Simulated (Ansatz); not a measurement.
**CH4OS: structure from calculated spectroscopic constants**

These gas-phase data were calculated for one isomer of CH4OS at BLYP-D3(BJ)/def2-SVP (harmonic, unscaled wavenumbers; equilibrium rotational constants with average atomic masses):

* rotational constants: 19.87, 7.691, 5.866 GHz
* all wavenumbers above 1500 cm⁻¹: 3599, 3051, 3039, 2944

Candidates:

(1) `CSO`, a singlet
(2) `OCS`, a singlet
(3) `COS`, a singlet

**Question.** Which candidate do the data belong to?

**Answer.** Candidate (1). The band at 3599 cm⁻¹ lies where the O–H stretch is expected; (3) has no mode between 3300 and 4000 cm⁻¹. No mode falls between 2500 and 2800 cm⁻¹, where the S–H stretch of (2) would stand.

The same quantities for all candidates:

```tsv
	rotational constants (GHz)	wavenumbers above 1500 cm⁻¹	E above the lowest, BLYP-D3(BJ)/def2-SVP (kcal/mol)
(1)	19.87, 7.691, 5.866	3599, 3051, 3039, 2944	11.7
(2)	33.95, 5.288, 4.894	3625, 3037, 2914, 2571	0.0
(3)	38.22, 5.892, 5.478	3031, 2976, 2905, 2447	20.1
```

Harmonic stretches to hydrogen usually lie a few per cent above observed fundamentals. Each candidate is one conformer. Programs: Ansatz 0.2.0.
